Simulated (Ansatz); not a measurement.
Abridged output of a molecular run in Ansatz:

```
Functional definition: HF
366 factors; integrals over basis functions are off by at most 9.3e-4 eV
mean field evaluation 1: about -12295.9460 eV, gradient 1.4e1 eV
mean field evaluation 2: about -12295.9989 eV, gradient 1.4e1 eV
mean field evaluation 4: about -12297.2161 eV, gradient 2.2e0 eV
mean field evaluation 8: about -12297.3125 eV, gradient 4.7e-1 eV
mean field evaluation 16: about -12297.5147 eV, gradient 1.1e-2 eV
mean field evaluation 32: about -12297.5147 eV, gradient 3.7e-4 eV
mean field -12297.51470094 eV, -451.9253297048 hartree, gradient 8.3e-6 eV, S^2 1.133702; 3 other end points of the search recorded, 0 dependent functions left out
6 core orbitals not correlated: weight in the atoms' cores, before any rotation towards them, 1.000 or more for the frozen orbitals, at most 0.000 for the correlated occupied ones
reference -12297.51470094 eV, -451.9253297048 hartree; 6, 5 occupied and 25, 26 virtual orbitals, 366 factors
second order -6.57146885 eV of doubles, -0.00000000 eV of singles
cycle   1  -6.95170177 eV  change   -3.8e-1 eV  update   1.1e-1
cycle   2  -7.37966493 eV  change   -4.3e-1 eV  update   5.6e-2
cycle   3  -7.63601521 eV  change   -2.6e-1 eV  update   4.6e-2
cycle   4  -7.74082696 eV  change   -1.0e-1 eV  update   2.5e-2
cycle   5  -7.74927619 eV  change   -8.4e-3 eV  update   7.2e-3
cycle   6  -7.75598749 eV  change   -6.7e-3 eV  update   3.0e-3
cycle   7  -7.75708337 eV  change   -1.1e-3 eV  update   1.4e-3
cycle   8  -7.75672705 eV  change    3.6e-4 eV  update   6.1e-4
cycle   9  -7.75735204 eV  change   -6.2e-4 eV  update   2.8e-4
cycle  10  -7.75741482 eV  change   -6.3e-5 eV  update   1.1e-4
cycle  11  -7.75742957 eV  change   -1.5e-5 eV  update   3.6e-5
cycle  12  -7.75741136 eV  change    1.8e-5 eV  update   1.1e-5
cycle  13  -7.75740503 eV  change    6.3e-6 eV  update   3.5e-6
perturbative correction -0.33659028 eV, -0.0123694645 hartree
Total energy: -12305.60869625 eV, -452.2227785461 hartree
Checks for a lower state left out: cluster_reference
```

Its atoms:

Cartesian coordinates in Å:
```
N -0.2793 -0.3767 -0.5760
S 0.2793 0.3767 0.5760
```

Q: Which basis set was used?
A. cc-pV(T+d)Z
B. cc-pV(D+d)Z
C. def2-TZVPP
D. def2-TZVPPD

A: B. It gives 37 functions.

Q: Write the keys of the input that set method, charge and spin (a neutral closed shell needs none for the last two).

A: 
```yaml
magnetization: {spin_polarized: true, initial_magnetization: 1}
correlation: {method: ccsd_t}
scf: {omitted_lower_state_checks: [cluster_reference]}
```
